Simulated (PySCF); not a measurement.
## Phosphorus: a sound run and one with changed settings

Sound run: P [Ne] 3s2 3p3, P⁺ [Ne] 3s2 3p2. Calculation: PySCF 2.14, in cc-pV(D+d)Z (4s3p2d, 23 functions); no relativity, point nucleus. In the sound run the correlated levels freeze [Ne]. The sound run starts from symmetry-adapted Hartree-Fock orbitals and uses a fine grid where one is needed.

A second run was set up differently.

```json
{"species": "P", "method": "MP2", "sound run (hartree)": "-340.77357", "changed run (hartree)": "-340.82496", "converged": "yes"}
{"species": "P", "method": "CCSD(T)", "sound run (hartree)": "-340.79336", "changed run (hartree)": "-340.84346", "converged": "yes"}
{"species": "P⁺", "method": "MP2", "sound run (hartree)": "-340.39448", "changed run (hartree)": "-340.44578", "converged": "yes"}
{"species": "P⁺", "method": "CCSD(T)", "sound run (hartree)": "-340.41703", "changed run (hartree)": "-340.46726", "converged": "yes"}
```

Ionisation energy of P:

| method | sound run (eV) | changed run (eV) |
| --- | --- | --- |
| UHF | 9.929 | 9.929 |
| MP2 | 10.316 | 10.318 |
| SCS-MP2 | 10.174 | 10.175 |
| CCSD | 10.236 | 10.233 |
| CCSD(T) | 10.240 | 10.237 |

(1) What was changed?
A. basis contracted for another Hamiltonian
B. a valence shell is frozen
C. minimal basis
D. all electrons correlated in a valence basis

## Answers

(1) D. A valence basis has no tight correlating functions, so it recovers only part of the core correlation, and not evenly between atom and ion.
